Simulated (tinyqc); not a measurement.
Inside a calculation. Method: LCCD on RHF in the sto-3g basis, for LiH, spin multiplicity 1. Computed by tinyqc, a small Python program that keeps every step (integrals from PySCF). Settings: charge = 0, multiplicity = 1, basis = sto-3g, method = RHF, energy threshold = 1e-10, iteration cap = 51, orthogonalisation = canonical, start = core, DIIS depth = 6, amplitude equations = LCCD, DIIS depth for amplitudes = 4, cap on updates = 81. Command: `OMP_NUM_THREADS=1 python tinyqc.py 26924 26925 out.jsonl` (the two numbers bound the seeds that draw the settings). One thread of a shared host (Intel(R) Xeon(R) Processor @ 2.60GHz), about 0.09 s of CPU time with the checks. The early iterations of the SCF are left out here.

## One-electron integrals

Geometry (angstrom):
```
atom       x       y       z
Li    0.0000  0.0000  0.0000
H     0.0000  0.0000  2.0360
```

Basis sto-3g: exponents (1/bohr^2) and contraction coefficients of normalised primitives:
```
element  l (shell)  exponent  coefficient
Li           s (1)   16.1196       0.1543
Li           s (1)    2.9362       0.5353
Li           s (1)    0.7947       0.4446
Li           s (2)    0.6363      -0.1000
Li           s (2)    0.1479       0.3995
Li           s (2)    0.0481       0.7001
Li           p (3)    0.6363       0.1559
Li           p (3)    0.1479       0.6077
Li           p (3)    0.0481       0.3920
H            s (1)    3.4253       0.1543
H            s (1)    0.6239       0.5353
H            s (1)    0.1689       0.4446
```

Overlap, kinetic and nuclear-attraction integrals over the contracted functions; the nuclear repulsion is the sum of Za Zb / Rab.

nuclear repulsion = 0.779731 hartree

overlap S, order 1Li 1s, 1Li 2s, 1Li 2px, 1Li 2py, 1Li 2pz, 2H 1s:
```
[[1.0000, 0.2411, 0.0000, 0.0000, 0.0000, 0.0255],
 [0.2411, 1.0000, 0.0000, 0.0000, 0.0000, 0.2906],
 [0.0000, 0.0000, 1.0000, 0.0000, 0.0000, 0.0000],
 [0.0000, 0.0000, 0.0000, 1.0000, 0.0000, 0.0000],
 [0.0000, 0.0000, 0.0000, 0.0000, 1.0000, 0.4126],
 [0.0255, 0.2906, 0.0000, 0.0000, 0.4126, 1.0000]]
```

kinetic energy T (hartree), order 1Li 1s, 1Li 2s, 1Li 2px, 1Li 2py, 1Li 2pz, 2H 1s:
```
[[3.5768, -0.0202, 0.0000, 0.0000, 0.0000, -0.0087],
 [-0.0202, 0.1022, 0.0000, 0.0000, 0.0000, 0.0180],
 [0.0000, 0.0000, 0.3197, 0.0000, 0.0000, 0.0000],
 [0.0000, 0.0000, 0.0000, 0.3197, 0.0000, 0.0000],
 [0.0000, 0.0000, 0.0000, 0.0000, 0.3197, 0.0685],
 [-0.0087, 0.0180, 0.0000, 0.0000, 0.0685, 0.7600]]
```

nuclear attraction V (hartree), order 1Li 1s, 1Li 2s, 1Li 2px, 1Li 2py, 1Li 2pz, 2H 1s:
```
[[-8.2428, -1.0270, 0.0000, 0.0000, -0.0099, -0.1052],
 [-1.0270, -1.4532, 0.0000, 0.0000, -0.0969, -0.4757],
 [0.0000, 0.0000, -1.4186, 0.0000, 0.0000, 0.0000],
 [0.0000, 0.0000, 0.0000, -1.4186, 0.0000, 0.0000],
 [-0.0099, -0.0969, 0.0000, 0.0000, -1.4936, -0.6831],
 [-0.1052, -0.4757, 0.0000, 0.0000, -0.6831, -2.0061]]
```

core Hamiltonian H = T + V (hartree), order 1Li 1s, 1Li 2s, 1Li 2px, 1Li 2py, 1Li 2pz, 2H 1s:
```
[[-4.6660, -1.0473, 0.0000, 0.0000, -0.0099, -0.1139],
 [-1.0473, -1.3510, 0.0000, 0.0000, -0.0969, -0.4578],
 [0.0000, 0.0000, -1.0989, 0.0000, 0.0000, 0.0000],
 [0.0000, 0.0000, 0.0000, -1.0989, 0.0000, 0.0000],
 [-0.0099, -0.0969, 0.0000, 0.0000, -1.1740, -0.6146],
 [-0.1139, -0.4578, 0.0000, 0.0000, -0.6146, -1.2461]]
```

## Two-electron integrals

Functions are numbered as in S; the eight-fold symmetry (ij|kl) = (ji|kl) = (kl|ij) leaves the list below.

Two-electron integrals (ij|kl) in chemists' order, unique and non-zero (hartree):
```
(11|11) 1.6804   (21|11) 0.2654   (21|21) 0.0499   (22|11) 0.3977
(22|21) 0.0929   (22|22) 0.2906   (31|31) 0.0090   (32|31) 0.0138
(32|32) 0.0642   (33|11) 0.3966   (33|21) 0.0929   (33|22) 0.2905
(33|33) 0.3129   (41|41) 0.0090   (42|41) 0.0138   (42|42) 0.0642
(43|43) 0.0169   (44|11) 0.3966   (44|21) 0.0929   (44|22) 0.2905
(44|33) 0.2792   (44|44) 0.3129   (51|51) 0.0090   (52|51) 0.0138
(52|52) 0.0642   (53|53) 0.0169   (54|54) 0.0169   (55|11) 0.3966
(55|21) 0.0929   (55|22) 0.2905   (55|33) 0.2792   (55|44) 0.2792
(55|55) 0.3129   (61|11) 0.0269   (61|21) 0.0051   (61|22) 0.0097
(61|33) 0.0096   (61|44) 0.0096   (61|51) 0.0006   (61|52) 0.0013
(61|55) 0.0100   (61|61) 0.0006   (62|11) 0.0929   (62|21) 0.0221
(62|22) 0.0771   (62|33) 0.0727   (62|44) 0.0727   (62|51) 0.0035
(62|52) 0.0241   (62|55) 0.0859   (62|61) 0.0027   (62|62) 0.0387
(63|31) 0.0014   (63|32) 0.0074   (63|53) 0.0033   (63|63) 0.0022
(64|41) 0.0014   (64|42) 0.0074   (64|54) 0.0033   (64|64) 0.0022
(65|11) 0.1245   (65|21) 0.0298   (65|22) 0.1072   (65|33) 0.0998
(65|44) 0.0998   (65|51) 0.0053   (65|52) 0.0371   (65|55) 0.1219
(65|61) 0.0038   (65|62) 0.0580   (65|65) 0.0876   (66|11) 0.2598
(66|21) 0.0626   (66|22) 0.2415   (66|33) 0.2208   (66|44) 0.2208
(66|51) 0.0098   (66|52) 0.0889   (66|55) 0.2828   (66|61) 0.0079
(66|62) 0.1576   (66|65) 0.2431   (66|66) 0.7746
```

## Orthogonalisation

S = U s U^T; canonical form X = U s^(-1/2), so that X^T S X = 1. Each column of U has its largest component positive (the first on a tie).

eigenvalues of S: [0.4804, 0.8036, 1.0000, 1.0000, 1.1816, 1.5343]

X, order 1Li 1s, 1Li 2s, 1Li 2px, 1Li 2py, 1Li 2pz, 2H 1s:
```
[[0.2628, 0.7692, 0.0000, 0.0000, 0.6038, 0.1987],
 [-0.6696, -0.6019, 0.0000, 0.0000, 0.4762, 0.3833],
 [0.0000, 0.0000, -0.0405, 0.9992, 0.0000, 0.0000],
 [0.0000, 0.0000, 0.9992, 0.0405, 0.0000, 0.0000],
 [-0.7778, 0.4865, 0.0000, 0.0000, -0.4621, 0.4170],
 [0.9793, -0.2315, 0.0000, 0.0000, -0.2034, 0.5399]]
```

Within a degenerate level the vectors are fixed only up to a rotation; this is one choice.

## Iteration 8 (converged): orbitals

converged F (hartree), order 1Li 1s, 1Li 2s, 1Li 2px, 1Li 2py, 1Li 2pz, 2H 1s:
```
[[-2.3599, -0.6419, 0.0000, 0.0000, 0.0144, -0.0703],
 [-0.6419, -0.2122, 0.0000, 0.0000, -0.0716, -0.2106],
 [0.0000, 0.0000, 0.1618, 0.0000, 0.0000, 0.0000],
 [0.0000, 0.0000, 0.0000, 0.1618, 0.0000, 0.0000],
 [0.0144, -0.0716, 0.0000, 0.0000, 0.0449, -0.2030],
 [-0.0703, -0.2106, 0.0000, 0.0000, -0.2030, -0.0899]]
```

Diagonalise F' = X^T F X, C = X C', fill 2 alpha and 2 beta electrons from the bottom; D = 2 C_occ C_occ^T. Each column has its largest component positive (the first on a tie).

F' = X^T F X (hartree):
```
[[0.3774, -0.2343, 0.0000, 0.0000, -0.2025, -0.0936],
 [-0.2343, -0.8082, 0.0000, 0.0000, -1.0721, -0.3658],
 [0.0000, 0.0000, 0.1618, 0.0000, 0.0000, 0.0000],
 [0.0000, 0.0000, 0.0000, 0.1618, 0.0000, 0.0000],
 [-0.2025, -1.0721, 0.0000, 0.0000, -1.2283, -0.5192],
 [-0.0936, -0.3658, 0.0000, 0.0000, -0.5192, -0.4547]]
```

orbital energies (hartree): [-2.3624, -0.2470, 0.0727, 0.1618, 0.1618, 0.4229]

coefficients C, order 1Li 1s, 1Li 2s, 1Li 2px, 1Li 2py, 1Li 2pz, 2H 1s:
```
[[0.9914, -0.1507, -0.2144, 0.0000, 0.0000, 0.1145],
 [0.0334, 0.4905, 0.7985, 0.0000, 0.0000, -0.5523],
 [0.0000, 0.0000, 0.0000, 0.9784, -0.2066, 0.0000],
 [0.0000, 0.0000, 0.0000, 0.2066, 0.9784, 0.0000],
 [-0.0046, 0.3302, -0.5970, 0.0000, 0.0000, -0.8739],
 [-0.0010, 0.5847, -0.1872, 0.0000, 0.0000, 0.9842]]
```

D after iteration 8, order 1Li 1s, 1Li 2s, 1Li 2px, 1Li 2py, 1Li 2pz, 2H 1s:
```
[[2.0113, -0.0816, 0.0000, 0.0000, -0.1086, -0.1782],
 [-0.0816, 0.4835, 0.0000, 0.0000, 0.3236, 0.5735],
 [0.0000, 0.0000, 0.0000, 0.0000, 0.0000, 0.0000],
 [0.0000, 0.0000, 0.0000, 0.0000, 0.0000, 0.0000],
 [-0.1086, 0.3236, 0.0000, 0.0000, 0.2181, 0.3861],
 [-0.1782, 0.5735, 0.0000, 0.0000, 0.3861, 0.6837]]
```

Within a degenerate level the vectors are fixed only up to a rotation; this is one choice.

## Convergence

Stop when the energy changes by less than 1e-10 hartree and every element of the error matrix X^T (F D S - S D F) X is below 3e-06.

Course of the cycle:
```
iteration  E (hartree)     change  largest element of the error matrix
1            -7.807595          -                             1.70e-01
2            -7.825813  -1.82e-02                             1.73e-02
3            -7.826740  -9.27e-04                             6.38e-03
4            -7.826952  -2.13e-04                             2.33e-03
5            -7.826987  -3.48e-05                             5.36e-05
6            -7.826987  -4.02e-09                             9.72e-06
7            -7.826987  -2.32e-10                             7.58e-07
8            -7.826987  -3.26e-12                             1.89e-08
```

PySCF RHF in the same basis = -7.826987 hartree

Converged in 8 iterations.

## Integrals over molecular orbitals

(pq|rs) = sum C_ip C_jq C_kr C_ls (ij|kl), one index at a time.

one-electron integrals over orbitals h = C^T H C (hartree):
```
[[-4.6570, 0.0964, 0.1625, 0.0000, 0.0000, -0.0516],
 [0.0964, -1.3403, 0.0186, 0.0000, 0.0000, 0.0301],
 [0.1625, 0.0186, -1.0994, 0.0000, 0.0000, 0.0222],
 [0.0000, 0.0000, 0.0000, -1.0989, 0.0000, 0.0000],
 [0.0000, 0.0000, 0.0000, 0.0000, -1.0989, 0.0000],
 [-0.0516, 0.0301, 0.0222, 0.0000, 0.0000, -1.0067]]
```

Two-electron integrals over orbitals (pq|rs), unique and non-zero (hartree):
```
(11|11) 1.6592      (21|11) -0.0996     (21|21) 0.0104      (22|11) 0.3229
(22|21) 0.0032      (22|22) 0.4579      (31|11) -0.1413     (31|21) 0.0106
(31|22) -0.0119     (31|31) 0.0220      (32|11) 0.0246      (32|21) -0.0026
(32|22) -0.0571     (32|31) -1.26e-04   (32|32) 0.0193      (33|11) 0.3924
(33|21) -0.0092     (33|22) 0.2143      (33|31) 0.0011      (33|32) 0.0132
(33|33) 0.3309      (41|41) 0.0098      (42|41) 0.0073      (42|42) 0.0215
(43|41) 0.0104      (43|42) 0.0200      (43|43) 0.0414      (44|11) 0.3963
(44|21) -0.0037     (44|22) 0.2496      (44|31) -0.0051     (44|32) 0.0118
(44|33) 0.2803      (44|44) 0.3129      (51|51) 0.0098      (52|51) 0.0073
(52|52) 0.0215      (53|51) 0.0104      (53|52) 0.0200      (53|53) 0.0414
(54|54) 0.0169      (55|11) 0.3963      (55|21) -0.0037     (55|22) 0.2496
(55|31) -0.0051     (55|32) 0.0118      (55|33) 0.2803      (55|44) 0.2792
(55|55) 0.3129      (61|11) 0.0686      (61|21) -0.0093     (61|22) -0.0076
(61|31) -0.0044     (61|32) 0.0026      (61|33) 0.0118      (61|44) 0.0015
(61|55) 0.0015      (61|61) 0.0108      (62|11) -0.0750     (62|21) 0.0019
(62|22) 0.1105      (62|31) 0.0037      (62|32) -0.0420     (62|33) -0.0185
(62|44) -0.0338     (62|55) -0.0338     (62|61) 0.0007      (62|62) 0.1295
(63|11) 0.0218      (63|21) -0.0024     (63|22) -0.0561     (63|31) 0.0040
(63|32) 0.0155      (63|33) 0.0364      (63|44) 0.0067      (63|55) 0.0067
(63|61) 0.0044      (63|62) -0.0376     (63|63) 0.0297      (64|41) -0.0060
(64|42) -0.0188     (64|43) -0.0124     (64|64) 0.0195      (65|51) -0.0060
(65|52) -0.0188     (65|53) -0.0124     (65|65) 0.0195      (66|11) 0.3549
(66|21) 0.0011      (66|22) 0.4300      (66|31) -0.0109     (66|32) -0.0482
(66|33) 0.2389      (66|44) 0.2605      (66|55) 0.2605      (66|61) -0.0049
(66|62) 0.1052      (66|63) -0.0461     (66|66) 0.4273
```

## LCCD: starting amplitudes

t_ij^ab = <ij||ab> / (e_i + e_j - e_a - e_b), whose energy is MP2.

Starting amplitudes (spin orbitals 1a, 1b, ...; amplitudes related by a flip of all spins are not repeated):
```
from      to          t
2a 2b  6a 6b    -0.0966
2a 2b  3a 6b     0.0424
2a 2b  3a 3b    -0.0302
2a 2b  5a 5b    -0.0263
2a 2b  4a 4b    -0.0263
1a 1b  3a 3b    -0.0045
1a 2b  5a 5b    -0.0025
1a 2b  4a 4b    -0.0025
1a 1b  5a 5b    -0.0019
1a 1b  4a 4b    -0.0019
1a 1b  6a 6b    -0.0019
1a 2b  3a 6b    -0.0012
1a 2b  3b 6a     0.0008
1a 1b  3a 6b     0.0008
1a 2a  3a 6a  -3.52e-04
1a 2b  6a 6b  -1.90e-04
1a 2b  3a 3b   4.56e-05
```

correlation energy = -0.018043 hartree

## LCCD: amplitude update 1

t_ij^ab D_ij^ab are set to the remaining terms of the spin-orbital equations, evaluated with the old amplitudes; for the doubles these are <ij||ab> + 1/2 <ab||ef> t_ij^ef + 1/2 <mn||ij> t_mn^ab + P(ij)P(ab) <mb||ej> t_im^ae, D the orbital-energy denominators (linear CCD).

Amplitudes after update 1 (spin orbitals 1a, 1b, ...; amplitudes related by a flip of all spins are not repeated):
```
from      to          t
2a 2b  6a 6b    -0.1383
2a 2b  3a 6b     0.0651
2a 2b  3a 3b    -0.0378
2a 2b  5a 5b    -0.0265
2a 2b  4a 4b    -0.0265
1a 1b  3a 3b    -0.0040
1a 2b  5a 5b    -0.0029
1a 2b  4a 4b    -0.0029
1a 1b  5a 5b    -0.0018
1a 1b  4a 4b    -0.0018
1a 1b  6a 6b    -0.0015
1a 2b  3a 6b    -0.0014
1a 2b  3b 6a     0.0011
1a 1b  3a 6b     0.0006
1a 2b  6a 6b  -3.14e-04
1a 2a  3a 6a  -2.72e-04
1a 2b  3a 3b   1.27e-04
```

correlation energy = -0.025480 hartree

## LCCD: convergence

E_corr = 1/4 sum <ij||ab> t_ij^ab; stop when the norm of the change is below 1e-8.

Course of the amplitude iterations:
```
update  correlation energy (hartree)  norm of the change
0                          -0.018043                   -
1                          -0.025480            1.06e-01
2                          -0.028861            5.07e-02
3                          -0.031893            2.48e-02
4                          -0.031870            2.04e-03
5                          -0.031866            2.93e-04
6                          -0.031866            2.02e-05
7                          -0.031866            2.16e-06
8                          -0.031866            2.07e-07
9                          -0.031866            5.51e-08
10                         -0.031866            2.22e-08
11                         -0.031866            2.34e-09
```

Converged amplitudes (spin orbitals 1a, 1b, ...; amplitudes related by a flip of all spins are not repeated):
```
from      to          t
2a 2b  6a 6b    -0.1720
2a 2b  3a 6b     0.0887
2a 2b  3a 3b    -0.0513
2a 2b  5a 5b    -0.0211
2a 2b  4a 4b    -0.0211
1a 1b  3a 3b    -0.0040
1a 2b  5a 5b    -0.0030
1a 2b  4a 4b    -0.0030
1a 1b  5a 5b    -0.0018
1a 1b  4a 4b    -0.0018
1a 2b  3a 6b    -0.0014
1a 1b  6a 6b    -0.0014
1a 2b  3b 6a     0.0013
1a 1b  3a 6b     0.0005
1a 2b  6a 6b  -4.06e-04
1a 2b  3a 3b   2.38e-04
1a 2a  3a 6a  -1.26e-04
```

LCCD total energy = -7.858853 hartree

Converged in 11 updates, with DIIS from the third.
